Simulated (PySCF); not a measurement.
**CH₃ClN₂, a complex of two parts: interaction energy**

Aim: the interaction energy of `N#CN` with `Cl`.

Computed with PySCF 2.14.0; each step states its level. No surroundings beyond the atoms listed, unless a continuum is named. Atoms count from 0, parts from 1.

## 1. The system as given

7 atoms, charge 0, multiplicity 1; geometry: GFN2-xTB. Parts: 1 = atoms 0–4, `N#CN`, charge 0; 2 = atoms 5–6, `Cl`, charge 0.

## 2. Geometry optimisation at PBE0-D3(BJ)/def2-SVPD

What the job is given:

```
{"job": {"xc": "PBE0", "basis": "def2-SVPD", "d3": "d3bj", "grid": 2, "kind": "geom", "shake": 0.01}, "charge": 0, "multiplicity": 1, "parts": [{"atoms": "0-4", "charge": 0, "multiplicity": 1}, {"atoms": "5-6", "charge": 0, "multiplicity": 1}]}
N     -0.624599    -0.003091    -0.206839
C      0.455256    -0.041015     0.484126
N      1.378536    -0.097009     1.136165
H     -0.895690     0.923706    -0.571074
H     -0.900953    -0.791017    -0.770113
Cl     3.876031    -0.234236     2.830659
H      2.812701    -0.181529     2.110877
```

On the command line:

```bash
$ OMP_NUM_THREADS=1 python cluster_run.py task.json out
```

The driver reads the jobs from task.json and runs them one after another.

**Question.** The jobs that follow are: CCSD(T)/aug-cc-pVDZ and MP2/aug-cc-pVTZ counterpoise interaction energy, frozen core, gas phase. Predict: rotational constants (main isotopes); interaction energy, CCSD(T) limit estimate; MP2/aug-cc-pVTZ; T1 diagnostic.

**Answer**, as computed:

| quantity | value |
| --- | --- |
| rotational constants (main isotopes) | 319.29, 1.18, 1.18 GHz |
| interaction energy, CCSD(T) limit estimate | -6.17 kcal/mol |
| MP2/aug-cc-pVTZ | -7.03 kcal/mol |
| T1 diagnostic | 0.0122 |

**Reading.** The optimisation took 6 steps and gained 0.151 eV; among the close pairs (by a distance rule), N0–C1 changed most, from 1.283 to 1.325 Å. The interaction energy leaves out the deformation of the parts, 1.02 kcal/mol (MP2); added to the CCSD(T) estimate it gives a binding of about -5.14 kcal/mol. The estimate adds CCSD(T) less MP2 in the small basis (+1.08 kcal/mol) to extrapolated MP2. Hartree-Fock gives -3.62 against -6.17 kcal/mol.
